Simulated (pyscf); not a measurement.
H₂Si=S + hydrogen (H₂) -> :HSi–SH [singlet] + hydrogen (H₂), a concerted two-bond exchange (singlet surface; H–Si, H–H broken, H–S, H–H formed). PySCF, gas phase, ωB97X-D3(BJ)/def2-SVP geometries. Energies in kJ/mol from the separated reactants.

Small-basis levels: PySCF, no dispersion term, spherical d functions. AM1 to PM7: differences of heats of formation from MOPAC, which are fitted to 298 K values and so differ in kind from electronic energies by zero-point and thermal terms. Cost: rough CPU time at the saddle relative to B3LYP/6-31G*, from one job on a shared machine.

```
level                   barrier  reaction energy        cost
----------------------  -------  ---------------  ----------
HF/3-21G                  312.4            +21.1        0.05
HF/6-31G*                 341.4            +47.3        0.08
MP2/6-31G*                285.1            +65.0        0.09
PBE/6-31G*                184.3            +44.3           1
B3LYP/3-21G               213.3            +33.3         0.9
B3LYP/def2-SVP            198.2            +40.2           1
PM3                       143.8            +15.3  under 0.02
ωB97M-D3(BJ)/def2-TZVP    216.2            +38.7           –
```

Against the last row the barrier runs from -72.4 (PM3) to +125.2 kJ/mol (HF/6-31G*). ωB97M-D3(BJ)/def2-TZVP has limits of its own. The same reactants have a lower exit, to H₃Si–SH (barrier +90.8 kJ/mol at ωB97M-D3(BJ)/def2-TZVP, against +216.2 kJ/mol here). This is the saddle that the search found; another between the same sides may lie lower.
